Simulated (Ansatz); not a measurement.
`[CH]F`, charge 0, multiplicity 1.

Problem. Give a relaxed structure at PBE0-D4/def2-TZVP (the Gaussian-basis code of Ansatz). (An estimate is asked.)

Solution. Ansatz gave: 
Bond lengths: C1–F2 1.301 Å, C1–H3 1.126 Å. Angles: F2–C1–H3 102.3°.
Point group Cs.
